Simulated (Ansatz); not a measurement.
## Which is lower?

Two relaxed structures of CH₅BN, doublet (PBE0-D4/def2-TZVP; forces vanish, vibrations not checked).

A:

B1  (-0.352, 0.643, -0.752)
C2  (0.468, -0.057, 0.370)
N3  (0.448, -1.470, 0.440)
H4  (-1.278, 0.090, -1.268)
H5  (-0.107, 1.784, -1.013)
H6  (-0.137, 0.435, 1.182)
H7  (1.482, 0.339, 0.481)
H8  (-0.525, -1.764, 0.561)
(Å)

B:

B1  (-0.013, -0.921, 0.925)
C2  (0.366, 0.306, 0.151)
N3  (-0.237, 0.686, -0.991)
H4  (-0.987, 0.131, -1.366)
H5  (0.029, 1.511, -1.497)
H6  (0.565, -1.201, 1.934)
H7  (1.161, 0.982, 0.459)
H8  (-0.905, -1.617, 0.514)
(Å)

Computed with Ansatz 0.2.0 (basis: def2-TZVPP); correlated methods freeze the cores; orbitals are unrestricted. B3LYP uses VWN-RPA correlation.

(1) Which structure is lower at CCSD(T), and by how much? (An estimate is asked for; the value comes from the calculation.)

No T1 diagnostic of these runs exceeds 0.017. ⟨S²⟩ of the unrestricted Hartree–Fock references: 0.76 (a pure state has 0.75).

## Answers

(1) By the calculation: B, by 1.356 eV (electronic energy, against the other). By their contacts, A is CH₅BN ([BH2][CH2][NH]) and B is CH₅BN ([BH2][CH][NH2]).

All methods give the same order:

```
   method  E(B) − E(A) (eV)
   PBE-D4            -1.549
r2SCAN-D4            -1.441
  PBE0-D4            -1.471
 B3LYP-D4            -1.466
  wB97M-V            -1.471
       HF            -0.942
      MP2            -1.514
     CCSD            -1.312
  CCSD(T)            -1.356
```

Labels in which every atom is bracketed show which atoms are joined, not bond orders.

For scale, one of the runs: CCSD(T)/def2-TZVPP, 163 basis functions, launched by `ansatz run in.yaml --threads 2 --pin off --events-out ev --progress --plain --max-ram 4352MiB`. The run took 72 s on 2 CPU threads of an Intel Xeon Platinum 8259CL (shared host), with 3.2 GiB of host memory at its peak.
